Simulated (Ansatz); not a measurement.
**Si2H4 (SMILES [SiH][SiH3]): methods side by side**

The species is Si2H4 (6 atoms), meant as a triplet with charge 0. As SMILES, `[SiH][SiH3]`. The shape is that of a GFN2-xTB optimisation.

Each level gives the electronic atomisation energy (eV). The values are calculated. Electronic energies at fixed atoms, without zero-point motion or spin-orbit coupling.

```tsv
level	kind	program	value (eV)	less FCI/STO-3G	CPU time (all runs)
UBLYP/STO-3G	GGA	Ansatz	21.57	+2.55	1.6 s
U-r2SCAN/STO-3G	meta-GGA	Ansatz	21.83	+2.81	4.6 s
UPBE0/STO-3G	global hybrid	Ansatz	21.42	+2.40	1.8 s
U-wB97X/STO-3G	range-separated hybrid	Ansatz	21.39	+2.37	7.8 s
RPA@PBE/STO-3G	RPA	Ansatz	18.28	-0.74	2.2 s
UMP2/STO-3G	perturbation theory	Ansatz	18.52	-0.50	0.19 s
UCCSDTQ/STO-3G	coupled cluster or CI	Ansatz	19.02	0.00	24 s
FCI/STO-3G	exact in the basis	Ansatz	19.02	0.00	2.4 s
```

FCI/STO-3G is exact within its basis and frozen core, so for wave-function methods in that basis the difference is their error; functionals converge differently with the basis, so for them it is only a difference. The values span 18.28 to 21.83 eV. All rows use very small basis sets, so even the best lies far from the true value. CPU times are rough (shared hosts, several kinds of processor): they show what a rung costs within a factor of a few.
